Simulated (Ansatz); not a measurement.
**Chalcopyrite ZnSnAs₂**

All values below come from HSE06+SOC (Ansatz, an electronic-structure program, plane waves, PAW).

Numerical settings: plane-wave cutoff 460 eV, 6×6×6 k mesh, Fermi–Dirac smearing 0.01 eV, PAW data made under PBE.

Cell: measured lattice: a = b = 5.850 Å, c = 11.700 Å, α = β = γ = 90.00°.

| Property | Result |
|---|---|
| band gap | 0.61 eV (on the SCF k mesh) (direct) |

Measured, for comparison: band gap 0.75 eV (temperature not stated, no zero-point or thermal correction, direct or pseudo-direct at Γ, our sources range from 0.65 to 0.75; as tabulated in Ghosh et al. (2024), arXiv:2401.16805).

Note: cell and atoms aren't relaxed at this level (pressure 1.0 GPa).

Static lattice: no zero-point or thermal effects.

Cost on a shared machine: around 4 core-hours (rough).
